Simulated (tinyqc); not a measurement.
Worked calculation: UHF in the sto-3g basis, for H2O+, spin multiplicity 2. One step of it, computed by the program tinyqc.

Problem. Iteration 1: building the Fock matrix. J_ij = sum D_kl (ij|kl) with D = D(alpha) + D(beta), K_ij = sum D_kl (ik|jl) for each spin; F = H + J - K(s); E = tr D H + tr D J / 2 - 0.5 sum_s tr D(s) K(s) + E_nn.

D(alpha) at the start, lower triangle:
```
            1O 1s      1O 2s     1O 2px     1O 2py     1O 2pz      2H 1s     3H 1s
1O 1s    0.573226
1O 2s   -0.251934   1.343836
1O 2px  -0.237386   0.241894   0.713275
1O 2py  -0.377694  -0.240149   0.064382   0.625208
1O 2pz   0.150589   0.328653   0.040576   0.216050   1.073033
2H 1s   -0.060269  -0.102527  -0.470300  -0.002317  -0.392470   0.530774
3H 1s   -0.133903  -0.644818  -0.045066   0.220435  -0.230257  -0.083693  1.396233
```

D(beta) at the start, lower triangle:
```
            1O 1s      1O 2s     1O 2px    1O 2py     1O 2pz      2H 1s     3H 1s
1O 1s    0.572379
1O 2s   -0.249434   1.336462
1O 2px  -0.245178   0.264883   0.641604
1O 2py  -0.386865  -0.213092  -0.019967  0.525937
1O 2pz   0.136239   0.370989  -0.091408  0.060718   0.829982
2H 1s   -0.053320  -0.123030  -0.406381  0.072910  -0.274761   0.473767
3H 1s   -0.113011  -0.706457   0.147093  0.446588   0.123610  -0.255070  0.881026
```

core Hamiltonian H = T + V (hartree), lower triangle:
```
             1O 1s      1O 2s     1O 2px     1O 2py     1O 2pz      2H 1s      3H 1s
1O 1s   -32.652927
1O 2s    -7.596711  -9.272271
1O 2px    0.000000   0.000000  -7.406330
1O 2py    0.000000   0.000000   0.000000  -7.529170
1O 2pz   -0.017963  -0.215588   0.000000   0.000000  -7.499577
2H 1s    -1.504176  -3.359613   0.000000  -1.789017  -1.628055  -4.842208
3H 1s    -1.504176  -3.359613   0.000000   1.789017  -1.628055  -1.478063  -4.842208
```

Two-electron integrals (ij|kl) in chemists' order, unique and non-zero (hartree):
```
(11|11) 4.785065    (21|11) 0.741380    (21|21) 0.136873    (22|11) 1.118947
(22|21) 0.256633    (22|22) 0.817206    (31|31) 0.024477    (32|31) 0.037809
(32|32) 0.180518    (33|11) 1.115814    (33|21) 0.256684    (33|22) 0.817023
(33|33) 0.880159    (41|41) 0.024477    (42|41) 0.037809    (42|42) 0.180518
(43|43) 0.047444    (44|11) 1.115814    (44|21) 0.256684    (44|22) 0.817023
(44|33) 0.785270    (44|44) 0.880159    (51|51) 0.024477    (52|51) 0.037809
(52|52) 0.180518    (53|53) 0.047444    (54|54) 0.047444    (55|11) 1.115814
(55|21) 0.256684    (55|22) 0.817023    (55|33) 0.785270    (55|44) 0.785270
(55|55) 0.880159    (61|11) 0.147693    (61|21) 0.027040    (61|22) 0.050381
(61|33) 0.050284    (61|41) 0.000941    (61|42) 0.001763    (61|44) 0.050454
(61|51) 0.000820    (61|52) 0.001536    (61|54) 0.000148    (61|55) 0.050413
(61|61) 0.005411    (62|11) 0.361755    (62|21) 0.084020    (62|22) 0.296520
(62|33) 0.291462    (62|41) 0.004758    (62|42) 0.036455    (62|44) 0.299927
(62|51) 0.004146    (62|52) 0.031762    (62|54) 0.007375    (62|55) 0.297887
(62|61) 0.016926    (62|62) 0.133560    (63|31) 0.008761    (63|32) 0.051113
(63|43) 0.007561    (63|53) 0.006587    (63|63) 0.018964    (64|11) 0.197219
(64|21) 0.046395    (64|22) 0.174830    (64|33) 0.166909    (64|41) 0.011063
(64|42) 0.071448    (64|44) 0.186831    (64|51) 0.002005    (64|52) 0.017717
(64|54) 0.010770    (64|55) 0.170553    (64|61) 0.009756    (64|62) 0.095656
(64|64) 0.086682    (65|11) 0.171829    (65|21) 0.040422    (65|22) 0.152323
(65|33) 0.145422    (65|41) 0.002005    (65|42) 0.017717    (65|44) 0.149604
(65|51) 0.010508    (65|52) 0.066549    (65|54) 0.011205    (65|55) 0.161771
(65|61) 0.008500    (65|62) 0.083341    (65|64) 0.059000    (65|65) 0.070368
(66|11) 0.503540    (66|21) 0.118851    (66|22) 0.481230    (66|33) 0.461814
(66|41) 0.008669    (66|42) 0.091730    (66|44) 0.494585    (66|51) 0.007553
(66|52) 0.079921    (66|54) 0.028552    (66|55) 0.486690    (66|61) 0.024152
(66|62) 0.273647    (66|64) 0.223719    (66|65) 0.194918    (66|66) 0.774606
(71|11) 0.147693    (71|21) 0.027040    (71|22) 0.050381    (71|33) 0.050284
(71|41) -0.000941   (71|42) -0.001763   (71|44) 0.050454    (71|51) 0.000820
(71|52) 0.001536    (71|54) -0.000148   (71|55) 0.050413    (71|61) 0.005334
(71|62) 0.016434    (71|64) 0.008657    (71|65) 0.008260    (71|66) 0.023218
(71|71) 0.005411    (72|11) 0.361755    (72|21) 0.084020    (72|22) 0.296520
(72|33) 0.291462    (72|41) -0.004758   (72|42) -0.036455   (72|44) 0.299927
(72|51) 0.004146    (72|52) 0.031762    (72|54) -0.007375   (72|55) 0.297887
(72|61) 0.016434    (72|62) 0.109623    (72|64) 0.053973    (72|65) 0.066616
(72|66) 0.185737    (72|71) 0.016926    (72|72) 0.133560    (73|31) 0.008761
(73|32) 0.051113    (73|43) -0.007561   (73|53) 0.006587    (73|63) 0.015097
(73|73) 0.018964    (74|11) -0.197219   (74|21) -0.046395   (74|22) -0.174830
(74|33) -0.166909   (74|41) 0.011063    (74|42) 0.071448    (74|44) -0.186831
(74|51) -0.002005   (74|52) -0.017717   (74|54) 0.010770    (74|55) -0.170553
(74|61) -0.008657   (74|62) -0.053973   (74|64) -0.011910   (74|65) -0.032064
(74|66) -0.080819   (74|71) -0.009756   (74|72) -0.095656   (74|74) 0.086682
(75|11) 0.171829    (75|21) 0.040422    (75|22) 0.152323    (75|33) 0.145422
(75|41) -0.002005   (75|42) -0.017717   (75|44) 0.149604    (75|51) 0.010508
(75|52) 0.066549    (75|54) -0.011205   (75|55) 0.161771    (75|61) 0.008260
(75|62) 0.066616    (75|64) 0.032064    (75|65) 0.054968    (75|66) 0.123784
(75|71) 0.008500    (75|72) 0.083341    (75|74) -0.059000   (75|75) 0.070368
(76|11) 0.146164    (76|21) 0.034285    (76|22) 0.131949    (76|33) 0.128665
(76|44) 0.131016    (76|51) 0.002612    (76|52) 0.024045    (76|55) 0.136021
(76|61) 0.006848    (76|62) 0.059895    (76|64) 0.036984    (76|65) 0.042008
(76|66) 0.128959    (76|71) 0.006848    (76|72) 0.059895    (76|74) -0.036984
(76|75) 0.042008    (76|76) 0.033270    (77|11) 0.503540    (77|21) 0.118851
(77|22) 0.481230    (77|33) 0.461814    (77|41) -0.008669   (77|42) -0.091730
(77|44) 0.494585    (77|51) 0.007553    (77|52) 0.079921    (77|54) -0.028552
(77|55) 0.486690    (77|61) 0.023218    (77|62) 0.185737    (77|64) 0.080819
(77|65) 0.123784    (77|66) 0.338078    (77|71) 0.024152    (77|72) 0.273647
(77|74) -0.223719   (77|75) 0.194918    (77|76) 0.128959    (77|77) 0.774606
```

nuclear repulsion = 8.64544196 hartree

Give: Coulomb J; exchange K(alpha); exchange K(beta); F(alpha); F(beta); total energy of this density.

Solution.

Coulomb J (hartree), lower triangle:
```
         1O 1s   1O 2s  1O 2px  1O 2py  1O 2pz  2H 1s  3H 1s
1O 1s   12.462
1O 2s    2.496   6.891
1O 2px   0.001   0.067   6.850
1O 2py  -0.058  -0.170  -0.011   6.880
1O 2pz   0.058   0.295  -0.015   0.010   6.929
2H 1s    0.492   2.547   0.013   1.463   1.413  4.360
3H 1s    0.497   2.635   0.019  -1.622   1.470  1.204  4.747
```

exchange K(alpha) (hartree), lower triangle:
```
         1O 1s   1O 2s  1O 2px  1O 2py  1O 2pz  2H 1s  3H 1s
1O 1s    2.523
1O 2s    0.394   1.190
1O 2px  -0.230  -0.005   0.889
1O 2py  -0.456  -0.238  -0.021   0.834
1O 2pz   0.180   0.143  -0.045   0.154   1.062
2H 1s   -0.006   0.439  -0.146   0.197   0.203  0.488
3H 1s    0.104   0.497  -0.025  -0.312   0.264  0.185  0.886
```

exchange K(beta) (hartree), lower triangle:
```
         1O 1s   1O 2s  1O 2px  1O 2py  1O 2pz  2H 1s  3H 1s
1O 1s    2.511
1O 2s    0.365   0.971
1O 2px  -0.217   0.103   0.788
1O 2py  -0.437  -0.056  -0.113   0.628
1O 2pz   0.198   0.265  -0.116   0.058   0.918
2H 1s   -0.012   0.381  -0.115   0.244   0.226  0.456
3H 1s    0.087   0.272   0.078  -0.078   0.320  0.105  0.439
```

F(alpha) (hartree), lower triangle:
```
          1O 1s   1O 2s  1O 2px  1O 2py  1O 2pz   2H 1s   3H 1s
1O 1s   -22.713
1O 2s    -5.494  -3.571
1O 2px    0.231   0.072  -1.444
1O 2py    0.398   0.068   0.010  -1.483
1O 2pz   -0.141  -0.064   0.030  -0.144  -1.632
2H 1s    -1.006  -1.251   0.160  -0.523  -0.418  -0.970
3H 1s    -1.111  -1.222   0.045   0.479  -0.422  -0.460  -0.981
```

F(beta) (hartree), lower triangle:
```
          1O 1s   1O 2s  1O 2px  1O 2py  1O 2pz   2H 1s   3H 1s
1O 1s   -22.701
1O 2s    -5.465  -3.352
1O 2px    0.218  -0.036  -1.344
1O 2py    0.379  -0.114   0.103  -1.277
1O 2pz   -0.159  -0.185   0.101  -0.048  -1.489
2H 1s    -1.000  -1.193   0.129  -0.570  -0.441  -0.938
3H 1s    -1.094  -0.996  -0.059   0.245  -0.478  -0.379  -0.534
```

total energy of this density = -52.05229 hartree

This density is the starting one.
